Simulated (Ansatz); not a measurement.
Ideal-gas functions of C₂H₂O₂, SMILES `O=CC=O` at 800 K and 1 bar, from an Ansatz frequency run at PBE0-D4/def2-TZVP.

Molar mass 58.04 g/mol, point group C2h (symmetry number 2), electronic degeneracy 1, moments of inertia 8.995, 104.645, 113.64 u Å². Harmonic wavenumbers (cm⁻¹, unscaled): 127, 334, 561, 814, 1084, 1085, 1334, 1380, 1837, 1840, 2956, 2959.

Use S(trans) = R[1.5 ln M + 2.5 ln T − 1.1517]; rotational temperatures θ = 24.2544 K / I; S(rot) = R[ln(√π/σ · √(T³/θAθBθC)) + 1.5]; for each mode x = 1.438777 ν̃/T, S = R[x/(eˣ − 1) − ln(1 − e⁻ˣ)] and H = RT x/(eˣ − 1); 1 cm⁻¹ = 0.0119627 kJ/mol; R = 8.31446 J/(mol·K).

Question: By hand: the entropy, in J/(mol·K).

Answer: Translation 180.0. Rotation: θ = 2.6964, 0.2318, 0.2134 K, giving 103.2. Vibration, mode by mode: 20.61, 12.68, 8.58, 5.85, 3.97, 3.96, 2.78, 2.61, 1.36, 1.35, 0.26, 0.26, in all 64.3. Electronic 0.0. Sum 347.5 J/(mol·K).

Question: By hand: H − E and G − E in kJ/mol, counted from the electronic energy.

Answer: Zero-point energy ½ × 16311 × 0.0119627 = 97.6; thermal vibration 27.0; translation, rotation and pV give 4 RT = 26.6. H − E = 151.2 kJ/mol, and G − E = 151.2 − 800 × 347.5/1000 = -126.8 kJ/mol.

Vibration gives 19 % of the entropy, 20.6 J/(mol·K) of it from the mode under 150 cm⁻¹: soft modes count most, and the harmonic formula is weakest for them. The sum counts one conformer and one mirror image; others add a mixing term.
